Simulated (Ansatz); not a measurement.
Basis-set extrapolation for F₅P, SMILES `FP(F)(F)(F)F` (PBE0-D4/def2-TZVP geometry, frozen core, Ansatz 0.2.0). Multiplicity 1, RHF reference.

|  | def2-TZVPP | def2-QZVPP |
| --- | --- | --- |
| HF | -838.346826 | -838.382019 |
| MP2 correlation | -1.401747 | -1.539062 |
| CCSD(T) correlation | -1.442603 | not run |

Energies in hartree. Use E(X) = E(∞) + A·exp(−7.88·√X) for Hartree–Fock and E(X) = E(∞) + B·X^(−2.97) for correlation, with X = 3 and 4, and add CCSD(T) minus MP2 of the smaller set to the MP2 limit.

Problem. What is the CCSD(T) energy at the basis-set limit?

Solution. HF limit: -838.382019 + (-0.035193) × 0.13774 = -838.38687. MP2 limit: -1.539062 + (-0.137315) × 0.74074 = -1.64078. Higher-order term: -1.442603 − (-1.401747) = -0.04086. Total: -840.06851 hartree, 732.7 kJ/mol below CCSD(T)/def2-TZVPP.
